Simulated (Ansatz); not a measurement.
A short molecular-dynamics run on `COCC(=N)Cl`.

```yaml
crystal:
  periodic: [false, false, false]
  atoms:
    - {symbol: C, position_ang: [1.219315, -0.051599, -1.416543]}
    - {symbol: O, position_ang: [0.229431, -0.514326, -0.533596]}
    - {symbol: C, position_ang: [-0.135637, 0.441974, 0.411134]}
    - {symbol: C, position_ang: [-1.191051, -0.139867, 1.304271]}
    - {symbol: N, position_ang: [-1.698084, -1.276933, 1.262842]}
    - {symbol: Cl, position_ang: [-1.702343, 1.002298, 2.518380]}
    - {symbol: H, position_ang: [1.436982, -0.861454, -2.111688]}
    - {symbol: H, position_ang: [2.138496, 0.217807, -0.880560]}
    - {symbol: H, position_ang: [0.873090, 0.823116, -1.982006]}
    - {symbol: H, position_ang: [-0.536325, 1.351392, -0.061828]}
    - {symbol: H, position_ang: [0.719529, 0.751017, 1.031193]}
    - {symbol: H, position_ang: [-1.276502, -1.798625, 0.492301]}
basis:
  gaussian: {orbitals: def2-SVP}
magnetization: {spin_polarized: true, initial_magnetization: 0}
hamiltonian: {xc: {name: BLYP}}
md: {timestep: 2 fs, n_steps: 30, ensemble: nve, temperature: 1000, initial_velocities: maxwell_boltzmann, seed: 941}
```

```sh
$ ansatz run in.yaml --threads 4 --pin off --events-out ev --progress --plain --max-ram 10444MiB
```

```tsv
step	time (fs)	potential energy (eV)	kinetic (eV)	T (K)	conserved (eV)
0	0.0	-19255.9753	1.2926	1000	-19254.6827
1	2.0	-19255.5713	1.0042	777	-19254.5671
2	4.0	-19255.1003	0.5552	430	-19254.5451
3	6.0	-19255.0791	0.5238	405	-19254.5553
4	8.0	-19255.2419	0.6204	480	-19254.6215
5	10.0	-19255.2045	0.7333	567	-19254.4713
6	12.0	-19255.6461	1.0886	842	-19254.5575
7	14.0	-19255.2316	0.7458	577	-19254.4858
8	16.0	-19255.0520	0.5727	443	-19254.4792
9	18.0	-19255.2504	0.7295	564	-19254.5209
10	20.0	-19255.0583	0.5594	433	-19254.4989
11	22.0	-19255.2895	0.6662	515	-19254.6233
12	24.0	-19255.3356	0.7546	584	-19254.5811
13	26.0	-19255.0265	0.4837	374	-19254.5428
14	28.0	-19254.9993	0.4629	358	-19254.5364
15	30.0	-19255.3143	0.7015	543	-19254.6128
16	32.0	-19255.0512	0.5784	447	-19254.4728
17	34.0	-19255.5084	0.8710	674	-19254.6374
18	36.0	-19255.3923	0.7970	617	-19254.5953
19	38.0	-19255.1259	0.5668	439	-19254.5590
20	40.0	-19255.2399	0.6569	508	-19254.5830
21	42.0	-19255.2856	0.6472	501	-19254.6385
22	44.0	-19255.2030	0.6269	485	-19254.5761
23	46.0	-19255.4834	0.8976	694	-19254.5858
24	48.0	-19255.3055	0.7499	580	-19254.5555
25	50.0	-19255.1177	0.6036	467	-19254.5141
26	52.0	-19255.4495	0.8552	662	-19254.5943
27	54.0	-19255.1785	0.6267	485	-19254.5518
28	56.0	-19255.2713	0.6532	505	-19254.6181
29	58.0	-19255.4591	0.8111	627	-19254.6480
30	60.0	-19255.0408	0.4721	365	-19254.5688
```

Velocities are drawn at the set temperature; a run this short doesn't reach equilibrium.

Frames (Å, forces in eV/Å):

```xyz
12
time=0.0 fs
C     1.219   -0.052   -1.417   -0.089   -0.177    0.005
O     0.229   -0.514   -0.534   -0.151   -0.602   -0.157
C    -0.136    0.442    0.411   -0.034   -0.046    0.013
C    -1.191   -0.140    1.304    0.264    0.481   -0.040
N    -1.698   -1.277    1.263   -0.788   -1.092    0.307
Cl   -1.702    1.002    2.518   -0.301    0.725    0.743
H     1.437   -0.861   -2.112    0.168   -0.404   -0.415
H     2.138    0.218   -0.881    0.545    0.186    0.221
H     0.873    0.823   -1.982   -0.108    0.498   -0.347
H    -0.536    1.351   -0.062   -0.176    0.543   -0.202
H     0.720    0.751    1.031    0.440    0.249    0.334
H    -1.277   -1.799    0.492    0.229   -0.362   -0.462
12
time=4.0 fs
C     1.249   -0.064   -1.405   -1.018    2.556   -2.920
O     0.206   -0.541   -0.534    1.799    0.241   -0.950
C    -0.171    0.417    0.445    2.889    2.450   -2.557
C    -1.168   -0.135    1.261   -3.186   -2.488    3.095
N    -1.692   -1.314    1.257    0.957    0.877   -1.961
Cl   -1.704    1.025    2.536    0.106   -0.046   -0.002
H     1.538   -0.763   -2.246   -0.607   -0.169    0.979
H     2.202    0.334   -0.996   -0.157   -0.366    0.907
H     0.900    0.982   -2.116    0.371   -2.398    1.837
H    -0.540    1.346   -0.069   -0.233   -0.076    0.000
H     0.717    0.867    1.012   -0.487   -0.757   -0.034
H    -1.310   -1.736    0.324   -0.435    0.176    1.606
12
time=8.0 fs
C     1.265   -0.046   -1.427    1.051    0.175    0.946
O     0.199   -0.565   -0.543    2.183    0.935   -0.749
C    -0.173    0.419    0.448    1.223    1.599   -3.398
C    -1.182   -0.159    1.255   -2.558   -1.700    3.140
N    -1.678   -1.342    1.235   -0.476    2.424    1.067
Cl   -1.706    1.047    2.554    0.196   -0.537   -0.287
H     1.561   -0.707   -2.255   -0.178   -1.035    0.443
H     2.260    0.396   -0.973   -1.382   -1.217    0.261
H     0.974    0.810   -1.993   -1.258    1.509   -0.582
H    -0.579    1.338   -0.079   -0.104   -0.273    0.120
H     0.662    0.883    0.999    0.482   -0.441    0.484
H    -1.388   -1.672    0.340    0.821   -1.438   -1.446
12
time=12.0 fs
C     1.293   -0.030   -1.438   -3.320    0.260   -0.816
O     0.213   -0.580   -0.559    1.666    1.476   -0.184
C    -0.160    0.441    0.411   -0.549   -1.145   -0.508
C    -1.227   -0.202    1.287    1.211    2.056    0.395
N    -1.667   -1.350    1.216   -1.174   -1.744   -1.220
Cl   -1.707    1.067    2.571    0.022   -0.818   -0.242
H     1.551   -0.789   -2.192   -0.005   -0.212    0.043
H     2.146    0.296   -0.896    1.365    0.315    1.041
H     0.848    0.890   -1.978    0.610   -0.879    0.363
H    -0.636    1.301   -0.078   -0.010    0.551   -0.347
H     0.667    0.828    1.049    0.140   -0.213   -0.099
H    -1.380   -1.767    0.260    0.041    0.353    1.573
12
time=16.0 fs
C     1.293   -0.024   -1.446   -1.840    0.838    0.463
O     0.242   -0.581   -0.576    0.319    1.641    0.176
C    -0.153    0.450    0.366   -1.049   -1.363    1.220
C    -1.258   -0.221    1.324    2.220    2.300   -1.430
N    -1.670   -1.372    1.188   -1.892   -0.656    1.602
Cl   -1.708    1.083    2.586   -0.098   -1.097   -0.339
H     1.542   -0.900   -2.118    0.027    1.075    0.051
H     2.157    0.212   -0.715   -0.556    0.263   -1.383
H     0.739    1.011   -2.010    2.084   -2.608    1.091
H    -0.684    1.325   -0.117    0.720   -0.201    0.116
H     0.694    0.745    1.083   -0.577    0.115   -0.928
H    -1.350   -1.840    0.352    0.642   -0.306   -0.639
12
time=20.0 fs
C     1.268   -0.009   -1.448    2.572   -5.173    4.621
O     0.274   -0.567   -0.592   -1.595    0.692    0.699
C    -0.159    0.441    0.334   -1.751   -1.748    0.941
C    -1.262   -0.214    1.344    1.312   -0.448   -2.572
N    -1.692   -1.401    1.174   -0.143    1.094    1.205
Cl   -1.709    1.095    2.600   -0.101   -1.310   -0.624
H     1.540   -0.874   -2.049    0.397    0.027   -0.952
H     2.123    0.178   -0.706   -0.099    0.526   -1.294
H     0.914    0.788   -1.903   -1.531    4.602   -2.962
H    -0.636    1.331   -0.145    0.277   -0.013    0.042
H     0.658    0.685    1.001    0.838    0.820    0.394
H    -1.232   -1.938    0.391   -0.175    0.931    0.503
12
time=24.0 fs
C     1.261   -0.036   -1.411    0.120    1.235   -3.041
O     0.291   -0.546   -0.602   -2.180   -0.474    0.648
C    -0.185    0.412    0.317    0.652   -0.136    2.209
C    -1.250   -0.211    1.332    0.304   -1.386   -2.112
N    -1.716   -1.416    1.177    1.074    2.240    1.148
Cl   -1.711    1.101    2.611    0.035   -1.470   -1.057
H     1.591   -0.833   -2.109   -0.172    0.065   -0.151
H     2.118    0.229   -0.848    1.719    0.713    1.052
H     0.993    0.952   -2.070    0.064   -1.771    1.168
H    -0.548    1.337   -0.170   -0.409    0.066   -0.117
H     0.707    0.732    0.948   -0.534    0.128   -0.116
H    -1.125   -1.930    0.458   -0.674    0.791    0.368
12
time=28.0 fs
C     1.265   -0.054   -1.402    3.585    3.267   -3.079
O     0.288   -0.530   -0.606   -1.240   -1.333    0.225
C    -0.204    0.381    0.326    1.239    2.147    1.022
C    -1.234   -0.223    1.295   -0.572   -0.198   -0.281
N    -1.732   -1.407    1.195    0.490    2.522    1.686
Cl   -1.713    1.100    2.618    0.196   -1.448   -1.355
H     1.618   -0.787   -2.190   -0.519    0.042    0.828
H     2.282    0.354   -0.887   -1.805   -0.958   -0.245
H     1.045    0.967   -2.133   -0.310   -2.098    1.765
H    -0.518    1.341   -0.203   -0.630   -0.663    0.375
H     0.695    0.802    0.892   -0.600   -0.366    0.229
H    -1.083   -1.834    0.544    0.165   -0.912   -1.171
12
time=32.0 fs
C     1.310   -0.036   -1.426    1.462   -3.139    2.641
O     0.273   -0.526   -0.607    0.096   -1.393   -0.020
C    -0.209    0.374    0.347    0.426    1.095   -0.837
C    -1.224   -0.238    1.253   -0.454    1.736    1.315
N    -1.740   -1.373    1.228    1.524   -1.058   -0.953
Cl   -1.713    1.093    2.619    0.243   -1.180   -1.295
H     1.582   -0.756   -2.176    0.333   -1.311   -0.327
H     2.223    0.355   -0.944    0.314   -0.412    0.820
H     1.039    0.727   -1.976   -2.328    5.044   -3.284
H    -0.586    1.265   -0.190   -0.859    0.320    0.059
H     0.614    0.831    0.881    0.833    0.164    1.113
H    -1.058   -1.840    0.499   -1.591    0.136    0.770
12
time=36.0 fs
C     1.361   -0.033   -1.442   -3.480    0.955   -1.672
O     0.260   -0.535   -0.608    1.157   -0.332    0.095
C    -0.206    0.385    0.359    0.785    1.531   -0.763
C    -1.220   -0.232    1.228   -0.271    2.014    2.280
N    -1.734   -1.348    1.253   -0.827   -0.792    0.659
Cl   -1.713    1.082    2.614    0.276   -0.967   -1.189
H     1.579   -0.872   -2.173    0.091    0.719    0.612
H     2.227    0.310   -0.868    0.391    0.119    0.233
H     0.822    0.899   -2.071    1.783   -1.770    1.115
H    -0.767    1.220   -0.159    0.439    0.101    0.227
H     0.614    0.864    1.003   -0.570   -0.402   -0.551
H    -1.238   -1.851    0.533    0.225   -1.176   -1.044
12
time=40.0 fs
C     1.373   -0.023   -1.474   -1.574    1.088    1.823
O     0.256   -0.547   -0.608    1.131    0.815    0.302
C    -0.196    0.412    0.362   -0.958    0.257   -1.124
C    -1.219   -0.202    1.230   -0.366   -0.340    1.832
N    -1.733   -1.333    1.282   -0.269   -1.250   -1.007
Cl   -1.711    1.066    2.605    0.285   -0.713   -0.909
H     1.595   -0.908   -2.101    0.277    0.420   -0.216
H     2.300    0.285   -0.756   -1.696   -0.348   -1.728
H     0.827    0.876   -2.047    1.794   -1.366    0.638
H    -0.888    1.198   -0.101    1.242    0.246   -0.095
H     0.555    0.851    1.060    0.275    0.167   -0.559
H    -1.431   -1.983    0.478   -0.142    1.024    1.043
12
time=44.0 fs
C     1.366   -0.010   -1.479   -1.764   -4.969    2.607
O     0.264   -0.552   -0.606    0.528    1.526    0.189
C    -0.196    0.443    0.350   -0.818   -1.459   -0.415
C    -1.223   -0.176    1.256   -0.465   -1.886    0.832
N    -1.737   -1.330    1.302   -0.573    1.087    0.431
Cl   -1.709    1.046    2.591    0.261   -0.401   -0.515
H     1.650   -0.884   -2.059    0.113   -0.243   -0.728
H     2.163    0.222   -0.863    2.332    0.966    1.617
H     1.029    0.767   -2.004   -1.481    3.733   -2.783
H    -0.839    1.223   -0.065    0.346    1.047   -0.885
H     0.540    0.862    1.043    0.808    0.357   -0.129
H    -1.623   -2.000    0.534    0.713    0.243   -0.222
12
time=48.0 fs
C     1.340   -0.039   -1.459    0.685    1.676   -0.503
O     0.276   -0.542   -0.602    0.268    1.568   -0.397
C    -0.206    0.458    0.333    0.203    0.432    0.292
C    -1.233   -0.172    1.292    0.363   -0.537   -0.613
N    -1.746   -1.316    1.328   -0.923    0.144    0.341
Cl   -1.705    1.026    2.575    0.202   -0.003   -0.006
H     1.716   -0.882   -2.111   -0.624    0.479    0.320
H     2.261    0.272   -0.820   -1.064   -0.158   -0.613
H     1.099    0.990   -2.215    0.154   -2.650    1.972
H    -0.716    1.370   -0.141    0.458   -0.769   -0.022
H     0.626    0.914    0.993   -0.576   -0.566   -0.702
H    -1.717   -1.990    0.550    0.853    0.383   -0.069
12
time=52.0 fs
C     1.316   -0.050   -1.446    2.564    1.840    0.460
O     0.291   -0.518   -0.601   -0.695    0.455   -0.339
C    -0.215    0.477    0.318    0.322   -0.167   -0.604
C    -1.238   -0.175    1.321    1.030    1.245   -1.448
N    -1.766   -1.298    1.358   -0.980   -1.564   -0.544
Cl   -1.700    1.005    2.559    0.116    0.468    0.489
H     1.699   -0.828   -2.128   -0.286   -0.542    0.228
H     2.279    0.320   -0.809   -1.551   -0.725   -0.881
H     1.180    0.861   -2.162   -0.833   -0.820    1.005
H    -0.541    1.424   -0.229   -0.641   -0.810    0.276
H     0.649    0.895    0.858    0.294   -0.078    0.800
H    -1.681   -1.945    0.534    0.659    0.699    0.558
12
time=56.0 fs
C     1.322   -0.052   -1.421   -1.316   -2.146   -1.262
O     0.299   -0.489   -0.603   -1.785   -1.061    0.407
C    -0.217    0.492    0.298    1.741   -1.473    0.482
C    -1.231   -0.163    1.332    0.270    0.748   -1.313
N    -1.796   -1.294    1.386    0.188    0.155   -0.207
Cl   -1.695    0.986    2.545    0.021    0.986    0.827
H     1.639   -0.847   -2.110    0.059   -0.577    0.128
H     2.123    0.281   -0.894    3.407    1.040    2.294
H     1.113    0.742   -2.072   -1.227    2.127   -1.494
H    -0.462    1.377   -0.286   -1.391    0.711   -0.115
H     0.699    0.859    0.828   -0.354    0.100    0.813
H    -1.537   -1.827    0.557    0.385   -0.609   -0.560
12
time=60.0 fs
C     1.324   -0.072   -1.404    0.774    2.674   -1.688
O     0.291   -0.470   -0.602   -1.156   -1.371    0.600
C    -0.201    0.492    0.283    0.785    0.269    0.938
C    -1.221   -0.143    1.327   -0.732   -0.769   -0.949
N    -1.822   -1.290    1.408    2.583    0.125   -2.812
Cl   -1.689    0.971    2.534   -0.082    1.556    1.064
H     1.585   -0.944   -2.070    0.102    0.627    0.357
H     2.274    0.322   -0.772   -1.515   -0.617   -1.233
H     0.897    0.900   -2.167    1.393   -2.159    1.684
H    -0.571    1.394   -0.336   -0.160   -0.653    0.992
H     0.700    0.840    0.913   -0.920    0.187   -0.318
H    -1.356   -1.779    0.535   -1.073    0.131    1.366
```

It took 59 s on 4 threads of an Arm Neoverse V2 on a shared host, with 0.19 GiB of host memory at the peak.
